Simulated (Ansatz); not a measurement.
```yaml
crystal:
  periodic: [false, false, false]
  atoms:
    - {symbol: Si, position_ang: [0.160910, 0.186183, -0.214753]}
    - {symbol: S, position_ang: [-1.804250, -0.937167, -0.303148]}
    - {symbol: S, position_ang: [1.620428, 0.862541, -0.192054]}
basis:
  gaussian: {orbitals: STO-3G, point_charges: [{charge: 2.00, position_ang: [6.563, -0.951, -0.849]}]}
magnetization: {spin_polarized: true, initial_magnetization: 0}
hamiltonian: {xc: {name: CAM-B3LYP}}
scf: {lower_state_search: off}
```

```sh
$ ansatz run in.yaml --threads 4 --pin off --events-out ev --progress --plain --max-ram 3916MiB
```

It prints (some lines left out):

```
Functional definition: CAM-B3LYP
  name "CAM-B3LYP"
  cite "Yanai, Tew & Handy, Chem. Phys. Lett. 393, 51 (2004) doi:10.1016/j.cplett.2004.06.011"
  cite "Iikura, Tsuneda, Yanai & Hirao, J. Chem. Phys. 115, 3540 (2001) doi:10.1063/1.1383587"
  cite "Becke, Phys. Rev. A 38, 3098 (1988) doi:10.1103/PhysRevA.38.3098"
  cite "Lee, Yang & Parr, Phys. Rev. B 37, 785 (1988) doi:10.1103/PhysRevB.37.785"
  cite "Vosko, Wilk & Nusair, Can. J. Phys. 58, 1200 (1980) doi:10.1139/p80-159"
  parameter alpha = 0.19
  parameter beta = 0.46
  parameter omega = 0.33/bohr
  parameter ac = 0.81
  # Exact exchange under (alpha + beta erf(omega r))/r, Becke's under what is left of 1/r.
  exchange = (1 - alpha - beta)*b88_x + beta*b88_x_sr(omega) + alpha*exact_x + beta*exact_x_lr(omega)
  correlation = (1 - ac)*vwn5_c + ac*lyp_c
these checks for a lower state are left out or cut short: stability, starts, cluster_reference, orbital_swaps, neighbouring_geometries, increment
287 factors; integrals over basis functions are off by at most 1.2e-5 eV
127 factors; integrals over basis functions are off by at most 9.2e-7 eV
mean field evaluation 1: about -29205.1423 eV, gradient 2.3e1 eV
mean field evaluation 2: about -29171.3147 eV, gradient 7.1e1 eV
mean field evaluation 4: about -29210.3377 eV, gradient 2.8e0 eV
mean field evaluation 8: about -29210.4259 eV, gradient 2.5e-2 eV
mean field evaluation 16: about -29210.4259 eV, gradient 9.4e-7 eV
mean field -29210.42594808 eV, -1073.4633540541 hartree, gradient 9.4e-7 eV, S^2 0.000000; 0 other end points of the search recorded, 0 dependent functions left out
reference -29210.42601394 eV, -1073.4633564743 hartree; 23, 23 occupied and 4, 4 virtual orbitals, 287 factors
Total energy: -29210.42601394 eV, -1073.4633564743 hartree
Checks for a lower state left out: stability, starts, cluster_reference, orbital_swaps, neighbouring_geometries, increment
```

Hardware: 4 threads of Arm Neoverse V1 on a shared host. Wall time 0.3 s.
